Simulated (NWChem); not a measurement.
**CCSD(T)/def2-TZVPPD run of NH3 (ammonia)**

Aim: the energy change on altering one bond length of NH3 (ammonia) at CCSD(T)/def2-TZVPPD, from 2 runs. 

The calculation is run with NWChem 7.3.0.

1 further run of the same task is left out (set aside as unsound or not needed). Runs told in other sessions of the task aren't counted.

## 1. The molecule

NH3: 4 atoms, total charge 0, spin state singlet. SMILES: `N`. The shape is that of a PBE0-D4/def2-TZVP optimisation.

Bond lengths: N1–H2 1.013 Å, N1–H3 1.013 Å, N1–H4 1.013 Å. Angles: H2–N1–H3 107.1°, H2–N1–H4 107.1°, H3–N1–H4 107.1°.

## 2. A single-point energy at CCSD(T)/def2-TZVPPD

File input.nw:

```
start input
title "H3N energy"
memory 2200 mb
geometry units angstroms noautosym nocenter noautoz
  N    -0.069910    0.249470    0.110930
  H     0.490470   -0.301820    0.749180
  H    -0.887480   -0.301940   -0.118910
  H     0.466920    0.354280   -0.741200
end
basis "ao basis" spherical bse
  N library def2-TZVPPD
  H library def2-TZVPPD
end
scf
  thresh 1e-08
  maxiter 80
end
ccsd
  freeze core 1
  maxiter 60
end
task ccsd(t) energy
```

The run is started by

```console
$ nwchem input.nw > input.out
```

The log of the run:

```text
[...]
  functions       =    88
[...]
  wavefunction    = RHF
[...]
         Total SCF energy =    -56.221945818955
      One-electron energy =    -99.608201209464
      Two-electron energy =     31.436715513545
 Nuclear repulsion energy =     11.949539876964
        Time for solution =      9.2s
[...]
 Total MP2 energy:            -56.458438169128954
[...]
             energy      energy      error      ampl     ampl      Block
                                                time     time      time
[...]
 Total CCSD energy:            -56.470649541528317
[...]
 Total CCSD+T(CCSD) energy:            -56.478805492271071
[...]
 Total CCSD(T) energy:                 -56.478590743260277
[...]
```

It took 87 s on 1 thread of Intel Xeon Platinum 8259CL at 2.50GHz (Skylake/Cascade Lake), shared host; peak memory 0.15 GiB.

## 3. The distorted shape, same level

File m1.nw:

```
start m1
title "H3N"
memory 2200 mb
geometry units angstroms noautosym nocenter noautoz
   N     -0.338349     0.197060     0.537033
   H      0.222031    -0.354230     1.175283
   H     -1.155919    -0.354350     0.307193
   H      0.466920     0.354280    -0.741200
end
basis "ao basis" spherical bse
   * library def2-TZVPPD
end
scf
   thresh 1e-08
   maxiter 80
   noprint "final vectors analysis"
end
ccsd
   freeze core 1
   maxiter 60
end
task ccsd(t) energy
```

The run is started by

```console
$ nwchem m1.nw > m1.out
```

The log of the run:

```text
[...]
  functions       =    88
[...]
  wavefunction    = RHF
[...]
         Total SCF energy =    -56.123458206521
      One-electron energy =    -96.905364680130
      Two-electron energy =     30.187430152666
 Nuclear repulsion energy =     10.594476320943
        Time for solution =     10.1s
[...]
 Total MP2 energy:            -56.370956378586520
[...]
             energy      energy      error      ampl     ampl      Block
                                                time     time      time
[...]
 Total CCSD energy:            -56.386303085507912
[...]
 Total CCSD+T(CCSD) energy:            -56.397028276807532
[...]
 Total CCSD(T) energy:                 -56.396560848910894
[...]
```

It took 100 s on 1 thread of Intel Xeon Platinum 8259CL at 2.50GHz (Skylake/Cascade Lake), shared host; peak memory 0.15 GiB.

## 4. Summary of results

Level: CCSD(T)/def2-TZVPPD, 1 core orbital frozen.

| quantity | value |
| --- | --- |
| first shape: total energy | -56.47859 Eh |
| first shape: HOMO energy (Hartree–Fock orbitals) | -11.65 eV |
| first shape: LUMO energy (Hartree–Fock orbitals) | 2.15 eV |
| first shape: HOMO–LUMO gap (Hartree–Fock orbitals) | 13.80 eV |
| first shape: correlation energy (1 core orbital frozen) | -256.6 mEh |
| first shape: (T) correction | -7.94 mEh |
| distorted shape: total energy | -56.39656 Eh |
| distorted shape: correlation energy (1 core orbital frozen) | -273.1 mEh |
| distorted shape: (T) correction | -10.26 mEh |
| energy change with the N1–H4 bond stretched from 1.013 to 1.519 Å | 2.232 eV |

What this shows: One bond (distorted shape) is far stretched, which a spin-restricted single reference describes badly; perturbation theory on it can break down and give far too much correlation. With the N1–H4 bond stretched from 1.013 to 1.519 Å the energy rises by 2.23 eV (51 kcal/mol). The first shape isn't relaxed at this level, so the change isn't measured from a minimum. A restricted reference can't describe the breaking bond well at this length. Mulliken charges (first shape) of the mean-field density run from -0.36 on N1 to +0.12 on H2; in a basis this large or diffuse they mean little. The triples (first shape) make up 3.1 % of the correlation energy. Mulliken charges (distorted shape) of the mean-field density run from -0.40 on N1 to +0.14 on H4; in a basis this large or diffuse they mean little. The triples (distorted shape) make up 3.8 % of the correlation energy.
